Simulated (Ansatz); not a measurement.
# AlBH₂ (quintet): the correlation ladder, cc-pVTZ

One table from this session's results is given with a row withheld; the runs are named, their logs left out.

The runs use Ansatz 0.2.0, Gaussian basis; cc-pVTZ, core rule «outside noble gas», up to 6 orbitals frozen.

The runs, in order: UHF; CCSD(T) on ROHF; CCSD(T) on UHF; BCCD(T) on ROHF; CCSDT(Q) on ROHF; CCSDT(Q) on UHF; CASSCF and MRCISD+Q, 8 electrons in 10 orbitals; CASSCF and NEVPT2, 8 electrons in 10 orbitals.

10 further runs of the same task are left out: 4 for a known fault of the program, 6 set aside as unsound or not needed.

## The geometry

The geometry is a PBE0/def2-TZVP stationary point (not a proven minimum) of the parent state, kept for this charge and spin.

4 atoms, charge 0, spin multiplicity 5.

Atoms are counted from 1 here; the program's logs count them from 0.

Bond lengths: B1–Al2 2.058 Å, B1–H3 1.195 Å, B1–H4 1.195 Å. Angles: Al2–B1–H3 115.6°, Al2–B1–H4 115.6°, H3–B1–H4 128.7°.

As a file:

| atom | x (Å) | y (Å) | z (Å) |
| --- | --- | --- | --- |
| B1 | 0.0000 | 0.0000 | 1.3689 |
| Al2 | 0.0000 | 0.0000 | -0.6894 |
| H3 | 0.0000 | 1.0776 | 1.8859 |
| H4 | 0.0000 | -1.0776 | 1.8859 |

Set-up of the first run:

in.yaml reads:

```yaml
crystal:
  periodic: [false, false, false]
  atoms:
    - {symbol: B, position_ang: [0.000000, 0.000000, 1.368886]}
    - {symbol: Al, position_ang: [0.000000, 0.000000, -0.689391]}
    - {symbol: H, position_ang: [0.000000, 1.077612, 1.885924]}
    - {symbol: H, position_ang: [0.000000, -1.077612, 1.885924]}
basis:
  gaussian: {orbitals: cc-pVTZ}
magnetization: {spin_polarized: true, initial_magnetization: 4}
hamiltonian: {xc: hf}
output: {orbitals: {seedname: orbitals}}
```

Command:

```console
$ ansatz run in.yaml --threads 1 --pin off --events-out ev --progress --plain --max-ram 2816MiB --backend cpu
```

Steps of the session up to this table: UHF; CCSD(T) on ROHF; CCSD(T) on UHF; BCCD(T) on ROHF; CCSDT(Q) on ROHF; CCSDT(Q) on UHF; CASSCF and MRCISD+Q, 8 electrons in 10 orbitals; CASSCF and NEVPT2, 8 electrons in 10 orbitals.

One of the session's tables, all rows but one given; the rest of the session is left out.

```
          method  from UCCSDT(Q) (meV)
            ROHF               +3982.7
             UHF               +3932.7
            RMP2                     ?
            UMP2                +833.7
           RCCSD                +160.1
           UCCSD                +156.5
        RCCSD(T)                 +34.5
        UCCSD(T)                 +31.6
         BCCD(T)                 +33.3
          RCCSDT                  +7.2
          UCCSDT                  +4.4
       RCCSDT(Q)                  +3.0
       UCCSDT(Q)                     0
  CASSCF valence               +2762.9
  NEVPT2 valence                +782.5
  MRCISD valence                +189.1
MRCISD+Q valence                 +45.6
```

**Question.** Estimate the row for RMP2.

The run gave: from UCCSDT(Q) (meV): +842.3. In the column «from UCCSDT(Q) (meV)» it lies between UMP2 (+833.7) and CASSCF valence (+2762.9).

To keep in mind: Restricted and unrestricted rows rest on different reference determinants; where their highest levels disagree by more than a few hundredths of an eV, they describe different states and don't form one ladder.
